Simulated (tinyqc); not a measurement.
Worked calculation: CCD on RHF in the sto-6g basis, frozen core, for LiH, spin multiplicity 1. Computed by tinyqc, a small Python program that keeps every step (integrals from PySCF). Settings: charge = 0, multiplicity = 1, basis = sto-6g, method = RHF, frozen orbitals = 1, energy threshold = 1e-10, iteration cap = 89, orthogonalisation = canonical, start = Wolfsberg-Helmholz matrix, DIIS depth = 6, amplitude equations = CCD, DIIS depth for amplitudes = 6, cap on updates = 78. Command: `OMP_NUM_THREADS=1 python tinyqc.py 20756 20757 out.jsonl` (the two numbers bound the seeds that draw the settings). One thread of a shared host (Intel(R) Xeon(R) Processor @ 2.60GHz), about 0.2 s of CPU time with the checks. The early iterations of the SCF are left out here.

## One-electron integrals

Geometry (angstrom):
```
atom         x         y         z
Li    0.000000  0.000000  0.000000
H     0.000000  0.000000  1.487000
```

Basis sto-6g: exponents (1/bohr^2) and contraction coefficients of normalised primitives:
```
element  l (shell)    exponent  coefficient
Li           s (1)  167.175846     0.009164
Li           s (1)   30.651508     0.049361
Li           s (1)    8.575187     0.168538
Li           s (1)    2.945808     0.370563
Li           s (1)    1.143944     0.416492
Li           s (1)    0.471139     0.130334
Li           s (2)    6.597564    -0.013253
Li           s (2)    1.305830    -0.046992
Li           s (2)    0.405851    -0.033785
Li           s (2)    0.156146     0.250242
Li           s (2)    0.067814     0.595117
Li           s (2)    0.031084     0.240706
Li           p (3)    6.597564     0.003760
Li           p (3)    1.305830     0.037679
Li           p (3)    0.405851     0.173897
Li           p (3)    0.156146     0.418036
Li           p (3)    0.067814     0.425860
Li           p (3)    0.031084     0.101708
H            s (1)   35.523221     0.009164
H            s (1)    6.513144     0.049361
H            s (1)    1.822143     0.168538
H            s (1)    0.625955     0.370563
H            s (1)    0.243077     0.416492
H            s (1)    0.100112     0.130334
```

Overlap, kinetic and nuclear-attraction integrals over the contracted functions; the nuclear repulsion is the sum of Za Zb / Rab.

nuclear repulsion = 1.06760702 hartree

overlap S, order 1Li 1s, 1Li 2s, 1Li 2px, 1Li 2py, 1Li 2pz, 2H 1s:
```
[[1.000000, 0.235742, 0.000000, 0.000000, 0.000000, 0.087020],
 [0.235742, 1.000000, 0.000000, 0.000000, 0.000000, 0.425469],
 [0.000000, 0.000000, 1.000000, 0.000000, 0.000000, 0.000000],
 [0.000000, 0.000000, 0.000000, 1.000000, 0.000000, 0.000000],
 [0.000000, 0.000000, 0.000000, 0.000000, 1.000000, 0.530737],
 [0.087020, 0.425469, 0.000000, 0.000000, 0.530737, 1.000000]]
```

kinetic energy T (hartree), order 1Li 1s, 1Li 2s, 1Li 2px, 1Li 2py, 1Li 2pz, 2H 1s:
```
[[3.616742, -0.110723, 0.000000, 0.000000, 0.000000, -0.015974],
 [-0.110723, 0.106524, 0.000000, 0.000000, 0.000000, 0.048997],
 [0.000000, 0.000000, 0.320007, 0.000000, 0.000000, 0.000000],
 [0.000000, 0.000000, 0.000000, 0.320007, 0.000000, 0.000000],
 [0.000000, 0.000000, 0.000000, 0.000000, 0.320007, 0.146481],
 [-0.015974, 0.048997, 0.000000, 0.000000, 0.146481, 0.768522]]
```

nuclear attraction V (hartree), order 1Li 1s, 1Li 2s, 1Li 2px, 1Li 2py, 1Li 2pz, 2H 1s:
```
[[-8.423013, -0.912169, 0.000000, 0.000000, -0.019558, -0.374589],
 [-0.912169, -1.503474, 0.000000, 0.000000, -0.127951, -0.814497],
 [0.000000, 0.000000, -1.469106, 0.000000, 0.000000, 0.000000],
 [0.000000, 0.000000, 0.000000, -1.469106, 0.000000, 0.000000],
 [-0.019558, -0.127951, 0.000000, 0.000000, -1.572036, -1.040341],
 [-0.374589, -0.814497, 0.000000, 0.000000, -1.040341, -2.302663]]
```

core Hamiltonian H = T + V (hartree), order 1Li 1s, 1Li 2s, 1Li 2px, 1Li 2py, 1Li 2pz, 2H 1s:
```
[[-4.806270, -1.022892, 0.000000, 0.000000, -0.019558, -0.390563],
 [-1.022892, -1.396950, 0.000000, 0.000000, -0.127951, -0.765500],
 [0.000000, 0.000000, -1.149099, 0.000000, 0.000000, 0.000000],
 [0.000000, 0.000000, 0.000000, -1.149099, 0.000000, 0.000000],
 [-0.019558, -0.127951, 0.000000, 0.000000, -1.252029, -0.893861],
 [-0.390563, -0.765500, 0.000000, 0.000000, -0.893861, -1.534141]]
```

## Two-electron integrals

Functions are numbered as in S; the eight-fold symmetry (ij|kl) = (ji|kl) = (kl|ij) leaves the list below.

Two-electron integrals (ij|kl) in chemists' order, unique and non-zero (hartree):
```
(11|11) 1.681247   (21|11) 0.242603   (21|21) 0.044507   (22|11) 0.397190
(22|21) 0.090279   (22|22) 0.290625   (31|31) 0.009437   (32|31) 0.014261
(32|32) 0.064236   (33|11) 0.397190   (33|21) 0.090279   (33|22) 0.290625
(33|33) 0.313125   (41|41) 0.009437   (42|41) 0.014261   (42|42) 0.064236
(43|43) 0.016875   (44|11) 0.397190   (44|21) 0.090279   (44|22) 0.290625
(44|33) 0.279374   (44|44) 0.313125   (51|51) 0.009437   (52|51) 0.014261
(52|52) 0.064236   (53|53) 0.016875   (54|54) 0.016875   (55|11) 0.397190
(55|21) 0.090279   (55|22) 0.290625   (55|33) 0.279374   (55|44) 0.279374
(55|55) 0.313125   (61|11) 0.091785   (61|21) 0.016388   (61|22) 0.033170
(61|33) 0.032733   (61|44) 0.032733   (61|51) 0.002156   (61|52) 0.004191
(61|55) 0.034045   (61|61) 0.006652   (62|11) 0.169236   (62|21) 0.038712
(62|22) 0.126878   (62|33) 0.121011   (62|44) 0.121011   (62|51) 0.006753
(62|52) 0.035625   (62|55) 0.138612   (62|61) 0.016806   (62|62) 0.085267
(63|31) 0.003720   (63|32) 0.015720   (63|53) 0.005849   (63|63) 0.007035
(64|41) 0.003720   (64|42) 0.015720   (64|54) 0.005849   (64|64) 0.007035
(65|11) 0.197268   (65|21) 0.045693   (65|22) 0.155200   (65|33) 0.145098
(65|44) 0.145098   (65|51) 0.010584   (65|52) 0.054830   (65|55) 0.175404
(65|61) 0.020933   (65|62) 0.115724   (65|65) 0.160397   (66|11) 0.353739
(66|21) 0.082603   (66|22) 0.291550   (66|33) 0.266999   (66|44) 0.266999
(66|51) 0.017924   (66|52) 0.108807   (66|55) 0.340650   (66|61) 0.038331
(66|62) 0.239716   (66|65) 0.339960   (66|66) 0.774999
```

## Orthogonalisation

S = U s U^T; canonical form X = U s^(-1/2), so that X^T S X = 1. Each column of U has its largest component positive (the first on a tie).

eigenvalues of S: [0.316799, 0.801799, 1.000000, 1.000000, 1.160324, 1.721078]

X, order 1Li 1s, 1Li 2s, 1Li 2px, 1Li 2py, 1Li 2pz, 2H 1s:
```
[[0.123422, 0.809194, 0.000000, 0.000000, 0.596700, 0.182027],
 [-0.816293, -0.621743, 0.000000, 0.000000, 0.463390, 0.365407],
 [0.000000, 0.000000, -0.671551, 0.740958, 0.000000, 0.000000],
 [0.000000, 0.000000, 0.740958, 0.671551, 0.000000, 0.000000],
 [-0.965134, 0.425022, 0.000000, 0.000000, -0.516440, 0.381582],
 [1.242386, -0.158722, 0.000000, 0.000000, -0.156005, 0.518430]]
```

Within a degenerate level the vectors are fixed only up to a rotation; this is one choice.

## Iteration 8 (converged): orbitals

converged F (hartree), order 1Li 1s, 1Li 2s, 1Li 2px, 1Li 2py, 1Li 2pz, 2H 1s:
```
[[-2.383338, -0.617943, 0.000000, 0.000000, 0.011996, -0.231149],
 [-0.617943, -0.213900, 0.000000, 0.000000, -0.112535, -0.284728],
 [0.000000, 0.000000, 0.162548, 0.000000, 0.000000, 0.000000],
 [0.000000, 0.000000, 0.000000, 0.162548, 0.000000, 0.000000],
 [0.011996, -0.112535, 0.000000, 0.000000, -0.013139, -0.243035],
 [-0.231149, -0.284728, 0.000000, 0.000000, -0.243035, -0.176435]]
```

Diagonalise F' = X^T F X, C = X C', fill 2 alpha and 2 beta electrons from the bottom; D = 2 C_occ C_occ^T. Each column has its largest component positive (the first on a tie).

F' = X^T F X (hartree):
```
[[0.570390, -0.098407, 0.000000, 0.000000, -0.053847, -0.030839],
 [-0.098407, -0.924618, 0.000000, 0.000000, -1.112782, -0.409833],
 [0.000000, 0.000000, 0.162548, 0.000000, 0.000000, 0.000000],
 [0.000000, 0.000000, 0.000000, 0.162548, 0.000000, 0.000000],
 [-0.053847, -1.112782, 0.000000, 0.000000, -1.152538, -0.499719],
 [-0.030839, -0.409833, 0.000000, 0.000000, -0.499719, -0.516442]]
```

orbital energies (hartree): [-2.384858, -0.295222, 0.079563, 0.162548, 0.162548, 0.577310]

coefficients C, order 1Li 1s, 1Li 2s, 1Li 2px, 1Li 2py, 1Li 2pz, 2H 1s:
```
[[0.993692, -0.166596, -0.197675, 0.000000, 0.000000, 0.070426],
 [0.023159, 0.436015, 0.799033, 0.000000, 0.000000, -0.756341],
 [0.000000, 0.000000, 0.000000, 0.992992, 0.118184, 0.000000],
 [0.000000, 0.000000, 0.000000, -0.118184, 0.992992, 0.000000],
 [-0.006508, 0.349355, -0.616969, 0.000000, 0.000000, -1.010792],
 [0.005986, 0.549870, -0.123033, 0.000000, 0.000000, 1.242696]]
```

D after iteration 8, order 1Li 1s, 1Li 2s, 1Li 2px, 1Li 2py, 1Li 2pz, 2H 1s:
```
[[2.030355, -0.099251, 0.000000, 0.000000, -0.129337, -0.171315],
 [-0.099251, 0.381292, 0.000000, 0.000000, 0.304346, 0.479780],
 [0.000000, 0.000000, 0.000000, 0.000000, 0.000000, 0.000000],
 [0.000000, 0.000000, 0.000000, 0.000000, 0.000000, 0.000000],
 [-0.129337, 0.304346, 0.000000, 0.000000, 0.244182, 0.384121],
 [-0.171315, 0.479780, 0.000000, 0.000000, 0.384121, 0.604785]]
```

Within a degenerate level the vectors are fixed only up to a rotation; this is one choice.

## Convergence

Stop when the energy changes by less than 1e-10 hartree and every element of the error matrix X^T (F D S - S D F) X is below 3e-06.

Course of the cycle:
```
iteration  E (hartree)     change  largest element of the error matrix
1          -7.93425344          -                             9.01e-02
2          -7.94979831  -1.55e-02                             2.18e-02
3          -7.95260523  -2.81e-03                             1.14e-02
4          -7.95338839  -7.83e-04                             1.03e-03
5          -7.95338918  -7.87e-07                             2.61e-04
6          -7.95338925  -6.95e-08                             2.42e-05
7          -7.95338925  -8.05e-10                             4.52e-06
8          -7.95338925  -2.85e-11                             5.06e-08
```

PySCF RHF in the same basis = -7.95338925 hartree

Converged in 8 iterations.

## Integrals over molecular orbitals

(pq|rs) = sum C_ip C_jq C_kr C_ls (ij|kl), one index at a time.

one-electron integrals over orbitals h = C^T H C (hartree):
```
[[-4.798258, 0.109196, 0.170628, 0.000000, 0.000000, -0.030789],
 [0.109196, -1.542659, 0.031900, 0.000000, 0.000000, -0.084919],
 [0.170628, 0.031900, -1.139181, 0.000000, 0.000000, 0.037138],
 [0.000000, 0.000000, 0.000000, -1.149099, 0.000000, 0.000000],
 [0.000000, 0.000000, 0.000000, 0.000000, -1.149099, 0.000000],
 [-0.030789, -0.084919, 0.037138, 0.000000, 0.000000, -0.939014]]
```

Two-electron integrals over orbitals (pq|rs), unique and non-zero (hartree); the lowest 1 orbital is frozen and left out:
```
(22|22) 0.498131    (32|22) -0.045268   (32|32) 0.011260    (33|22) 0.226252
(33|32) 0.005830    (33|33) 0.340571    (42|42) 0.023692    (43|42) 0.018949
(43|43) 0.041384    (44|22) 0.275760    (44|32) 0.004581    (44|33) 0.282765
(44|44) 0.313125    (52|52) 0.023692    (53|52) 0.018949    (53|53) 0.041384
(54|54) 0.016875    (55|22) 0.275760    (55|32) 0.004581    (55|33) 0.282765
(55|44) 0.279374    (55|55) 0.313125    (62|22) 0.134491    (62|32) -0.032310
(62|33) -0.010099   (62|44) -0.010483   (62|55) -0.010483   (62|62) 0.124132
(63|22) -0.049691   (63|32) 0.007450    (63|33) 0.035539    (63|44) 0.000707
(63|55) 0.000707    (63|62) -0.029622   (63|63) 0.025117    (64|42) -0.019569
(64|43) -0.014200   (64|64) 0.019786    (65|52) -0.019569   (65|53) -0.014200
(65|65) 0.019786    (66|22) 0.460267    (66|32) -0.040372   (66|33) 0.241647
(66|44) 0.270101    (66|55) 0.270101    (66|62) 0.141943    (66|63) -0.042276
(66|66) 0.458504
```

## CCD: starting amplitudes

t_ij^ab = <ij||ab> / (e_i + e_j - e_a - e_b), whose energy is MP2.

Starting amplitudes (spin orbitals 1a, 1b, ...; amplitudes related by a flip of all spins are not repeated):
```
from      to          t
2a 2b  6a 6b  -0.071133
2a 2b  3a 6b   0.025904
2a 2b  4a 4b  -0.025877
2a 2b  5a 5b  -0.025877
2a 2b  3a 3b  -0.015022
```

correlation energy = -0.01189915 hartree

## CCD: amplitude update 1

t_ij^ab D_ij^ab are set to the remaining terms of the spin-orbital equations, evaluated with the old amplitudes; for the doubles these are <ij||ab> + 1/2 <ab||ef> t_ij^ef + 1/2 <mn||ij> t_mn^ab + P(ij)P(ab) <mb||ej> t_im^ae + terms in t^2, D the orbital-energy denominators.

Amplitudes after update 1 (spin orbitals 1a, 1b, ...; amplitudes related by a flip of all spins are not repeated):
```
from      to          t
2a 2b  6a 6b  -0.096513
2a 2b  3a 6b   0.037535
2a 2b  5a 5b  -0.028952
2a 2b  4a 4b  -0.028952
2a 2b  3a 3b  -0.017512
```

correlation energy = -0.01597500 hartree

## CCD: amplitude update 2

As before.

Amplitudes after update 2 (spin orbitals 1a, 1b, ...; amplitudes related by a flip of all spins are not repeated):
```
from      to          t
2a 2b  6a 6b  -0.105592
2a 2b  3a 6b   0.042350
2a 2b  5a 5b  -0.028526
2a 2b  4a 4b  -0.028526
2a 2b  3a 3b  -0.019518
```

correlation energy = -0.01741545 hartree

## CCD: amplitude update 3

t_ij^ab D_ij^ab are set to the remaining terms of the spin-orbital equations, evaluated with the old amplitudes; for the doubles these are <ij||ab> + 1/2 <ab||ef> t_ij^ef + 1/2 <mn||ij> t_mn^ab + P(ij)P(ab) <mb||ej> t_im^ae + terms in t^2, D the orbital-energy denominators. DIIS then mixes the stored amplitudes.

DIIS coefficients: [-0.624909, 1.624909]

Amplitudes after update 3 (spin orbitals 1a, 1b, ...; amplitudes related by a flip of all spins are not repeated):
```
from      to          t
2a 2b  6a 6b  -0.110885
2a 2b  3a 6b   0.045712
2a 2b  5a 5b  -0.027584
2a 2b  4a 4b  -0.027584
2a 2b  3a 3b  -0.021302
```

correlation energy = -0.01826517 hartree

## CCD: convergence

E_corr = 1/4 sum <ij||ab> t_ij^ab; stop when the norm of the change is below 1e-8.

Course of the amplitude iterations:
```
update  correlation energy (hartree)  norm of the change
0                        -0.01189915                   -
1                        -0.01597500            6.13e-02
2                        -0.01741545            2.31e-02
3                        -0.01826517            9.18e-03
4                        -0.01825662            8.51e-04
5                        -0.01825683            9.32e-05
6                        -0.01825631            4.50e-06
7                        -0.01825640            1.18e-06
8                        -0.01825642            2.28e-07
9                        -0.01825642            1.28e-10
```

Converged amplitudes (spin orbitals 1a, 1b, ...; amplitudes related by a flip of all spins are not repeated):
```
from      to          t
2a 2b  6a 6b  -0.110713
2a 2b  3a 6b   0.046038
2a 2b  5a 5b  -0.027324
2a 2b  4a 4b  -0.027324
2a 2b  3a 3b  -0.021637
```

CCD total energy = -7.97164566 hartree

Converged in 9 updates, with DIIS from the third.
